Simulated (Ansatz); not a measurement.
**C₂H₃B: one structure at several levels**

A test off equilibrium: a structure displaced at random from a GFN2-xTB minimum is computed at several levels, and each is set against CCSD(T).

Computed with Ansatz 0.2.0, Gaussian basis. Level: single points in def2-TZVPP.

Correlated methods freeze the cores.

**1. Starting geometry**

SMILES `B=C=C`, 6 atoms, charge 0, spin multiplicity 1.

Atoms are counted from 1 here; the program's logs count them from 0.

Bond lengths: B1–C2 1.418 Å, B1–H4 1.164 Å, C2–C3 1.352 Å, C3–H5 1.106 Å, C3–H6 1.033 Å. Angles: C2–B1–H4 175.4°, B1–C2–C3 176.5°, C2–C3–H5 122.4°, C2–C3–H6 126.9°, H5–C3–H6 110.1°.

As a file:

```xyz
6
charge 0, multiplicity 1
B    -1.4171   -0.1219   -0.7996
C    -0.1844    0.0039   -0.1106
C     0.9633    0.0676    0.6004
H    -2.3878   -0.1876   -1.4395
H     1.9483   -0.1747    0.1585
H     1.0867    0.4683    1.5450
```

**2. CCSD(T)/def2-TZVPP**

Contents of run/in.yaml:

```yaml
crystal:
  periodic: [false, false, false]
  atoms:
    - {symbol: B, position_ang: [-1.417100, -0.121900, -0.799600]}
    - {symbol: C, position_ang: [-0.184400, 0.003900, -0.110600]}
    - {symbol: C, position_ang: [0.963300, 0.067600, 0.600400]}
    - {symbol: H, position_ang: [-2.387800, -0.187600, -1.439500]}
    - {symbol: H, position_ang: [1.948300, -0.174700, 0.158500]}
    - {symbol: H, position_ang: [1.086700, 0.468300, 1.545000]}
basis:
  gaussian: {orbitals: def2-TZVPP}
correlation: {method: ccsd_t}
output: {forces: true}
```

The command line of these runs was not kept.

**3. PBE0-D4/def2-TZVPP**

run/in.yaml: that of step 2 with these lines changed.

```diff
@@ -11,3 +11,3 @@
   gaussian: {orbitals: def2-TZVPP}
-correlation: {method: ccsd_t}
-output: {forces: true}
+hamiltonian: {xc: pbe0, dispersion: d4}
+output: {forces: true, orbitals: {seedname: orbitals}}
```

**4. wB97M-V/def2-TZVPP**

run/in.yaml: that of step 3 with these lines changed.

```diff
@@ -11,3 +11,3 @@
   gaussian: {orbitals: def2-TZVPP}
-hamiltonian: {xc: pbe0, dispersion: d4}
-output: {forces: true, orbitals: {seedname: orbitals}}
+hamiltonian: {xc: {name: wB97M-V}}
+output: {forces: true}
```

**5. r2SCAN-D4/def2-TZVPP**

run/in.yaml: that of step 4 with these lines changed.

```diff
@@ -11,3 +11,3 @@
   gaussian: {orbitals: def2-TZVPP}
-hamiltonian: {xc: {name: wB97M-V}}
+hamiltonian: {xc: r2scan, dispersion: d4}
 output: {forces: true}
```

**6. PBE-D4/def2-TZVPP**

run/in.yaml: that of step 5 with these lines changed.

```diff
@@ -11,3 +11,3 @@
   gaussian: {orbitals: def2-TZVPP}
-hamiltonian: {xc: r2scan, dispersion: d4}
+hamiltonian: {xc: pbe, dispersion: d4}
 output: {forces: true}
```

**7. LC-wPBE/def2-TZVPP**

run/in.yaml: that of step 6 with these lines changed.

```diff
@@ -11,3 +11,3 @@
   gaussian: {orbitals: def2-TZVPP}
-hamiltonian: {xc: pbe, dispersion: d4}
+hamiltonian: {xc: {name: LC-wPBE}}
 output: {forces: true}
```

**8. r2SCAN0-D4/def2-TZVPP**

run/in.yaml: that of step 7 with these lines changed.

```diff
@@ -11,3 +11,3 @@
   gaussian: {orbitals: def2-TZVPP}
-hamiltonian: {xc: {name: LC-wPBE}}
+hamiltonian: {xc: {name: r2SCAN0}, dispersion: d4}
 output: {forces: true}
```

(Steps that only read results are left out.)

What does the calculation give? Wanted: energy less free atoms, CCSD(T)/def2-TZVPP; RMS force component; RMS force error; HOMO and LUMO, PBE0-D4; T1 diagnostic.

As calculated:

| quantity | value |
| --- | --- |
| energy less free atoms, CCSD(T)/def2-TZVPP | -2300.8 kJ/mol |
| RMS force component | 1.113 to 1.372 eV/Å over the methods |
| RMS force error | PBE0-D4 0.307, wB97M-V 0.280, r2SCAN-D4 0.263, PBE-D4 0.230, LC-wPBE 0.407, r2SCAN0-D4 0.342 eV/Å |
| HOMO and LUMO, PBE0-D4 | -6.26 and -2.71 eV |
| T1 diagnostic | 0.016 |

What this shows: Against CCSD(T) the functionals' energies less atoms differ by -152.4 to -39.3 kJ/mol, PBE-D4 by -152.4 kJ/mol. A larger basis would deepen the CCSD(T) value, while the functionals are nearly converged already, so the order here is not reliable. On forces the order runs from PBE-D4 to LC-wPBE. Frozen-core CCSD(T) forces in triple zeta carry basis errors of their own, and this is one geometry, so small gaps rank nothing. The restricted Hartree–Fock reference is unstable towards an unrestricted one at one or more of these structures.
